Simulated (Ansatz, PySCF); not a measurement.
Species: CH$_{3}$S, charge 0, doublet. CH3S (SMILES [S]C, doublet).
B3LYP-D3(BJ)/def2-TZVP minimum from Ansatz (a first-principles code):
```xyz
5

C     -0.0139     1.1056     0.0124
S      0.0013    -0.6916    -0.0079
H      1.0336     1.4242     0.0401
H     -0.5062     1.4939     0.9033
H     -0.4650     1.5146    -0.8909
```
Charge 0, spin multiplicity 2.

Total energies in hartree (Ansatz). UHF or UKS for unpaired electrons; spin-orbit terms are left out. Cores are frozen in correlated methods. No relativity. Where a partner has so few electrons that a lower coupled-cluster level is exact, that level stands in.

| species | HF/cc-pV(T+d)Z | CCSD(T)/cc-pV(T+d)Z | HF/cc-pV(Q+d)Z | CCSD(T)/cc-pV(Q+d)Z | CCSD(T)/cc-pV(D+d)Z | CCSDT(Q)/cc-pV(D+d)Z |
|---|---|---|---|---|---|---|
| 1: CH3S (SMILES C[S], doublet) | -437.15352 | -437.52789 | -437.15975 | -437.55673 | -437.42442 | -437.42565 |
| 2: C (triplet) | -37.69157 | -37.78076 | -37.69331 | -37.78654 | -37.76038 | -37.76071 |
| 3: S (triplet) | -397.50938 | -397.65444 | -397.51264 | -397.66785 | -397.60412 | -397.60456 |
| 4: H (doublet) | -0.49981 | -0.49981 | -0.49995 | -0.49995 | -0.49928 | -0.49928 |

Q: Work out the enthalpy of formation at 298 K (by atomisation, with ideal-gas terms from PySCF's Hessian at B3LYP-D3(BJ)/def2-TZVP and the atoms' measured values of the G2/97 table; no spin-orbit terms) in kJ/mol: take Hartree-Fock from cc-pV(Q+d)Z, extrapolate the CCSD(T) correlation energy as X^-3 (X = 3, 4), and add CCSDT(Q) - CCSD(T) in cc-pV(D+d)Z. The further terms named in the bracket sum to +0.65500 hartree. 1 hartree = 2625.5 kJ/mol.

A: 
Species 1: correlation (64·(-0.39698) - 27·(-0.37437))/37 = -0.41348; step -0.00123; E1 = -437.15975 + (-0.41348) + (-0.00123) = -437.57446
Species 2: correlation (64·(-0.09323) - 27·(-0.08919))/37 = -0.09618; step -0.00033; E2 = -37.69331 + (-0.09618) + (-0.00033) = -37.78982
Species 3: correlation (64·(-0.15521) - 27·(-0.14506))/37 = -0.16262; step -0.00044; E3 = -397.51264 + (-0.16262) + (-0.00044) = -397.67570
Species 4: correlation (64·(0.00000) - 27·(0.00000))/37 = 0.00000; step +0.00000; E4 = -0.49995 + (0.00000) + (+0.00000) = -0.49995
+1·E1 -1·E2 -1·E3 -3·E4 +0.65500 = 0.04591 hartree = 120.5 kJ/mol. Measured: 29.8 kcal/mol, 124.7 kJ/mol (G2/97 table in ASE (Curtiss et al.)); atomic spin-orbit terms, which the calculations lack, would raise the computed values. The composite differs from it by -4.2 kJ/mol; core, relativistic and spin-orbit terms are not in it.
